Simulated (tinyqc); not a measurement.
Inside a calculation. Method: RKS/LDA (PW92) in the sto-6g basis, for H2F+, spin multiplicity 1. One step of it, computed by the program tinyqc.

Task: Orthogonalisation. S = U s U^T; canonical form X = U s^(-1/2), so that X^T S X = 1. Each column of U has its largest component positive (the first on a tie).

overlap S, lower triangle:
```
,1F 1s,1F 2s,1F 2px,1F 2py,1F 2pz,2H 1s,3H 1s
1F 1s,1.000000
1F 2s,0.232479,1.000000
1F 2px,0.000000,0.000000,1.000000
1F 2py,0.000000,0.000000,0.000000,1.000000
1F 2pz,0.000000,0.000000,0.000000,0.000000,1.000000
2H 1s,0.041211,0.394191,0.000000,0.251007,0.192261,1.000000
3H 1s,0.041211,0.394191,0.000000,-0.251007,0.192261,0.222718,1.000000
```

Give: eigenvalues of S; X.

Result:

eigenvalues of S: 0.4513  0.5166  0.8973  1.0000  1.0905  1.2607  1.7836

X:
```
,1,2,3,4,5,6,7
1F 1s,-0.3514,0.0000,0.7256,0.0000,-0.6201,0.0000,0.1716
1F 2s,1.0523,0.0000,-0.2565,0.0000,-0.2942,0.0000,0.4409
1F 2px,0.0000,0.0000,0.0000,1.0000,0.0000,0.0000,0.0000
1F 2py,0.0000,0.8235,0.0000,0.0000,0.0000,0.7179,0.0000
1F 2pz,0.4406,0.0000,0.6760,0.0000,0.6336,0.0000,0.1902
2H 1s,-0.6288,-0.7930,-0.1805,0.0000,0.1491,0.3728,0.3877
3H 1s,-0.6288,0.7930,-0.1805,0.0000,0.1491,-0.3728,0.3877
```
